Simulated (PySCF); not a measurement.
Compound: C5H8O.
Bonds: O1–C2, C2–C3, C3–C4 (double), C4–C5, C5–C6, C3–C6. Hydrogens: H7 on O1; H8, H9 on C2; H10 on C4; H11, H12 on C5; H13, H14 on C6.

The geometry is computed with GFN2-xTB (gas phase).

**Question.** List the bond lengths, angles and torsions at this level.

**Answer.** 
```
          bond  length (pm)
         O1–C2        140.8
         C2–C3        148.8
         C3=C4        133.4
         C4–C5        150.4
         C5–C6        155.0
         C3–C6        150.8
         O1–H7         96.3
         C2–H8        110.5
         C2–H9        109.6
        C4–H10        107.5
C5–H11, C5–H12        108.9
C6–H13, C6–H14        108.9
```

Bonds in one row agree within 1 pm and their mean is given. A selection of angles:
```
     angle  degrees
  C2–O1–H7    108.4
  O1–C2–C3    113.7
  O1–C2–H8    110.5
  O1–C2–H9    106.0
  C3–C2–H8    109.0
  H8–C2–H9    107.5
  C2–C3–C4    135.7
  C2–C3–C6    130.2
  C4–C3–C6     94.1
  C3–C4–C5     94.2
 C3–C4–H10    134.8
 C5–C4–H10    131.0
  C4–C5–C6     86.0
 C4–C5–H11    115.3
 C6–C5–H11    114.8
H11–C5–H12    109.2
 C5–C6–H13    114.9
  C3–C6–C5     85.8
 C3–C6–H13    115.2
H13–C6–H14    109.3
```

Torsions: O1–C2–C3–C4 2° (synperiplanar); C2–C3–C4–C5 179° (antiperiplanar); C3–C4–C5–C6 0° (synperiplanar); C4–C5–C6–C3 0° (synperiplanar); C2–C3–C6–C5 -179° (antiperiplanar); H7–O1–C2–C3 -47° (synclinal). The mirror-image conformer, all signs reversed, is as good.

Of the pairs four or more bonds apart, C4···H7 is among the closest relative to their van der Waals radii: 2.78 Å, 96 % of the sum of Bondi's values. The 4-membered ring C3–C4–C5–C6 has internal angles of 85.8° to 94.2° (sum 360°, against 360° for a flat polygon); it is planar, 0.00 Å rms from its mean plane, widest ring torsion 0°. O1 (alcohol oxygen) is bent (angle 108.4°). The C–C distances run from 1.334 Å (C3=C4, drawn double) to 1.550 Å (C5–C6, drawn single), a spread of 0.216 Å. The 6 heavy atoms lie in one plane (0.007 Å rms).

Not checked by GFN2-xTB frequencies. The numbers are those of one conformer (H–O1–C2–C3 -47°, O1–C2–C3–C4 2°).
